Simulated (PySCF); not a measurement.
# SiO⁺ at other levels of theory

Aim: see what other functionals and later steps give for SiO⁺.

Method: method and basis as typed in the scripts; program: PySCF 2.14.0.

**1. Where the work starts**

SiO⁺: 2 atoms, charge 1, spin multiplicity 2.

Bond lengths: Si1–O2 1.551 Å.

**2. The run that the others are compared with**

input.py

```python
from pyscf import gto, scf
from pyscf.geomopt.geometric_solver import optimize

mol = gto.M(
    atom='Si 0 0 0; O 0 0 1.551',
    basis='cc-pvdz',
    charge=1,
    spin=1,
    verbose=3,
)
mf = scf.ROHF(mol)
mf = mf.newton()
mf.kernel()
mol_eq = optimize(mf, maxsteps=30)
print('optimised geometry (angstrom)')
print(mol_eq.tostring('raw'))
print('orbital energies (hartree):', mf.mo_energy[..., max(0, mol.nelec[1]-3):mol.nelec[0]+3].round(4))
```

Run with:

```
> OMP_NUM_THREADS=1 python input.py
```

**3. EOM-EA**

Variant 1 changes step after the SCF: optimize → eomea; frozen orbitals: none → 6; number of roots: none → 4.

input.py

```python
from pyscf import gto, scf, cc

mol = gto.M(
    atom='Si 0 0 0; O 0 0 1.551',
    basis='cc-pvdz',
    charge=1,
    spin=1,
    verbose=3,
)
mf = scf.ROHF(mol)
mf = mf.newton()
mf.kernel()
mycc = cc.CCSD(mf, frozen=6)
mycc.kernel()
e = mycc.eaccsd(nroots=4)[0]
print('roots (eV) =', (e*27.211386).round(3))
mf.dip_moment()
print('orbital energies (hartree):', mf.mo_energy[..., max(0, mol.nelec[1]-3):mol.nelec[0]+3].round(4))
```

**4. Wb97 (ROKS)**

Variant 2 changes functional: none (Hartree–Fock) → wb97; SCF type: ROHF → ROKS; step after the SCF: optimize → analyze.

input.py

```python
from pyscf import gto, dft

mol = gto.M(
    atom='Si 0 0 0; O 0 0 1.551',
    basis='cc-pvdz',
    charge=1,
    spin=1,
    verbose=3,
)
mf = dft.ROKS(mol, xc='wb97')
mf = mf.newton()
mf.kernel()
mf.analyze()
print('orbital energies (hartree):', mf.mo_energy[..., max(0, mol.nelec[1]-3):mol.nelec[0]+3].round(4))
```

**5. Polarisability (UHF)**

Variant 3 changes step after the SCF: optimize → polarizability; SCF type: ROHF → UHF.

input.py

```python
from pyscf import gto, scf
from pyscf.prop.polarizability import uhf as pol

mol = gto.M(
    atom='Si 0 0 0; O 0 0 1.551',
    basis='cc-pvdz',
    charge=1,
    spin=1,
    verbose=3,
)
mf = scf.UHF(mol)
mf = mf.newton()
mf.kernel()
print('polarizability (a.u.)')
print(pol.Polarizability(mf).polarizability().round(4))
mf.dip_moment()
print('orbital energies (hartree):', [e[max(0, n-3):n+3].round(4) for e, n in zip(mf.mo_energy, mol.nelec)])
```

**6. CISD**

Variant 4 changes step after the SCF: optimize → cisd; frozen orbitals: none → 6.

input.py

```python
from pyscf import gto, scf, ci

mol = gto.M(
    atom='Si 0 0 0; O 0 0 1.551',
    basis='cc-pvdz',
    charge=1,
    spin=1,
    verbose=3,
)
mf = scf.ROHF(mol)
mf = mf.newton()
mf.kernel()
ci.CISD(mf, frozen=6).kernel()
mf.dip_moment()
print('orbital energies (hartree):', mf.mo_energy[..., max(0, mol.nelec[1]-3):mol.nelec[0]+3].round(4))
```

**7. MP2 (UHF)**

Variant 5 changes step after the SCF: optimize → mp2; SCF type: ROHF → UHF; frozen orbitals: none → 6.

input.py

```python
from pyscf import gto, scf, mp

mol = gto.M(
    atom='Si 0 0 0; O 0 0 1.551',
    basis='cc-pvdz',
    charge=1,
    spin=1,
    verbose=3,
)
mf = scf.UHF(mol)
mf = mf.newton()
mf.kernel()
mp.MP2(mf, frozen=6).kernel()
mf.dip_moment()
print('orbital energies (hartree):', [e[max(0, n-3):n+3].round(4) for e, n in zip(mf.mo_energy, mol.nelec)])
```

**8. X3lyp (ROKS)**

Variant 6 changes functional: none (Hartree–Fock) → x3lyp; SCF type: ROHF → ROKS; step after the SCF: optimize → analyze.

input.py

```python
from pyscf import gto, dft

mol = gto.M(
    atom='Si 0 0 0; O 0 0 1.551',
    basis='cc-pvdz',
    charge=1,
    spin=1,
    verbose=3,
)
mf = dft.ROKS(mol, xc='x3lyp')
mf = mf.newton()
mf.kernel()
mf.analyze()
print('orbital energies (hartree):', mf.mo_energy[..., max(0, mol.nelec[1]-3):mol.nelec[0]+3].round(4))
```

Q: Predict the outcome of this session. Wanted: for each run, E(SCF); from base; gap, α spin; after the SCF.

**Answer**, as computed:

```tsv
run	E(SCF) (hartree)	from base (eV)	gap, α spin (eV)	after the SCF
base	-363.402266	0	n/a	bond 1.587 Å, -0.028 eV
EOM-EA	-363.402266	0.0000	n/a	CCSD correlation -7.043 eV, first root -11.02 eV
wb97 (ROKS)	-364.260324	not comparable	n/a	n/a
polarisability (UHF)	-363.411590	-0.2537	14.97	mean α 18.4 bohr³
CISD	-363.402266	0.0000	n/a	CISD correlation -6.333 eV
MP2 (UHF)	-363.411590	-0.2537	14.97	MP2 correlation -5.968 eV
x3lyp (ROKS)	-364.252195	not comparable	n/a	n/a
```

SCF columns refer to the geometry typed in the script.

A lower total energy from another functional means nothing by itself. The dearest run is “wb97 (ROKS)”, at 6.7 s against 2.1 s.
